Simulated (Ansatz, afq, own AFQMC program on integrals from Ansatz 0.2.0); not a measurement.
Integrals from Ansatz 0.2.0, then the random walk in our own AFQMC program (afq).

```yaml
crystal:
  periodic: [false, false, false]
  atoms:
    - {symbol: Al, position_ang: [0.031977, -0.054192, 0.000111]}
    - {symbol: H, position_ang: [1.617753, -0.039141, 0.000028]}
    - {symbol: H, position_ang: [-1.725876, 2.924834, -0.005975]}
    - {symbol: H, position_ang: [-0.747876, -1.435037, 0.002984]}
basis:
  gaussian: {orbitals: cc-pVDZ}
magnetization: {spin_polarized: false}
correlation: {method: ccsd_t, electrons: outside_noble_gas, hamiltonian_folder: ham}
```

```sh
$ ansatz run in.yaml --threads 1 --pin off --events-out ev --progress --plain --max-ram 16896MiB --backend cuda --devices 0, --max-vram 18GiB
```

Options of the walk:

```
--method phaseless --trial hf --walkers 4000 --populations 20 --least-time 40 --time-step 0.005 --steps-per-block 20 --equilibration-blocks 160 --max-blocks 4000 --target-error 0.00145 --factor-cut 1e-05 --seed 1809 --taylor-order 6
```

Times are imaginary, in 1/Eh. The walk had a cap of 49 s. With eight or more populations the least sampling time is a fifth of least-time, and the error comes from their spread.

afq prints:

```
orbitals 28  electrons 3 3  factors 187 of 309
reference energy -243.46012812 Eh
CCSD correlation -0.14464526 Eh in 12 cycles, weight of the determinant in the CISD state 0.7120
energy of the start -243.460128 Eh
 block  time / (1/Eh)  mean weight  energy / Eh
     1     0.100  1.0005  -243.476007
     2     0.200  1.0003  -243.488579
     3     0.300  1.0003  -243.499416
     4     0.400  1.0001  -243.508322
     5     0.500  1.0005  -243.515441
     8     0.800  1.0003  -243.531507
    13     1.300  1.0000  -243.548196
    25     2.500  0.9998  -243.569518
    31     3.100  1.0000  -243.574035
    49     4.900  0.9999  -243.584753
    67     6.700  1.0002  -243.590314
    85     8.500  1.0000  -243.593474
   103    10.300  0.9998  -243.591303
   121    12.100  1.0000  -243.589537
   139    13.900  0.9995  -243.592990
   157    15.700  1.0000  -243.587772
   169    16.900  1.0000  -243.598031
   175    17.500  0.9999  -243.590592
   193    19.300  1.0001  -243.586594
   211    21.100  1.0000  -243.592115
   229    22.900  1.0000  -243.592206
   235    23.500  0.9999  -243.591330
error from the spread of 20 populations
energy -243.590508 +/- 0.001386 Eh
(rows thinned)
```

The run passed its tests (sampling time, drift between the halves within three errors, error under three times the target), which doesn't prove that it has relaxed.

Against this walk (error 37.7 meV) on the same determinant: CCSD(T) 571.5 meV lower, CCSDT(Q) 584.3 meV lower, CCSDTQ 583.0 meV lower, full CI 583.0 meV lower, a separate phaseless walk with a CISD trial and standard settings 531.4 ± 38.0 meV lower. The error is statistical and leaves out the bias of the constraint. Full CI is exact here, so the walk's 583 meV above it is the walk's own error: the bias of the constraint with this trial. It lies above even CCSD, by 388 meV. The determinant is a poor start (see the cautions), so the low cluster orders aren't to be relied on, and full CI is the sure value.

Cautions: constraint bias not in the error; restricted determinant unstable towards unrestricted (UHF 1.83 eV lower, ⟨S²⟩ 0.94); strong correlation (T1 0.077, weight of the determinant 0.71, largest double 0.53); the CCSD(T) amplitudes may be one of several solutions (largest double 0.53); the CCSDT(Q) amplitudes may be one of several solutions (largest double 0.57); the CCSDTQ amplitudes may be one of several solutions (largest double 0.57).

The walk took 34 s on 1 × NVIDIA H100 80GB HBM3 with 2 threads of AMD EPYC 7R13 Processor (Zen 3), on a shared host (the card was shared). The log's last line is the phaseless energy.

CCSDT and higher add their correlation energy to the determinant of the CCSD(T) run, since their own runs factorise the integrals more tightly (a shift of under 2 meV). A walk keeps the symmetry of its determinant, which the program's search chose and which needn't be the lowest solution, so a lower state of the same spin and another symmetry isn't excluded.
